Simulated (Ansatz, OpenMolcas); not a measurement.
**SiCl2 (SMILES Cl[Si]Cl): methods side by side**

SiCl2: 3 atoms, total charge 0, spin state singlet. As SMILES, `Cl[Si]Cl`. Geometry: relaxed at GFN2-xTB.

```xyz
3

Si    0.0051   -0.0069   -0.8693
Cl    1.5816   -0.0189    0.4441
Cl   -1.5868    0.0259    0.4253
```

Each level gives the energy change with the Si1–Cl3 bond stretched from 2.052 to 3.078 Å (eV). The values are calculated.

| level | kind | program | value (eV) | less FCI/STO-3G | CPU time (all runs) |
| --- | --- | --- | --- | --- | --- |
| SVWN5/STO-3G (restricted) | LDA | Ansatz | 2.76 | -0.07 | 1.8 s |
| BLYP/STO-3G (restricted) | GGA | Ansatz | 2.26 | -0.57 | 2.9 s |
| PBE/STO-3G (restricted) | GGA | Ansatz | 2.47 | -0.36 | 2.6 s |
| revPBE/STO-3G (restricted) | GGA | Ansatz | 2.36 | -0.47 | 2.7 s |
| BHLYP/STO-3G (restricted) | global hybrid | Ansatz | 3.06 | +0.23 | 2.5 s |
| M06-2X/STO-3G (restricted) | hybrid meta-GGA | OpenMolcas | 3.09 | +0.26 | 7.9 s |
| HSE06/STO-3G (restricted) | range-separated hybrid | Ansatz | 2.85 | +0.02 | 3.4 s |
| wB97X/STO-3G (restricted) | range-separated hybrid | Ansatz | 3.18 | +0.35 | 10 s |
| FCI/STO-3G | exact in the basis | OpenMolcas | 2.83 | 0.00 | 24 s |

FCI/STO-3G is exact within its basis and frozen core, so for wave-function methods in that basis the difference is their error; functionals converge differently with the basis, so for them it is only a difference. The first shape isn't each level's own minimum. The values span 2.26 to 3.18 eV. All rows use very small basis sets, so none should be taken for the real molecule's value. Times are those of the runs behind each value, whatever else they computed, on shared processors of several kinds: orders of magnitude only.
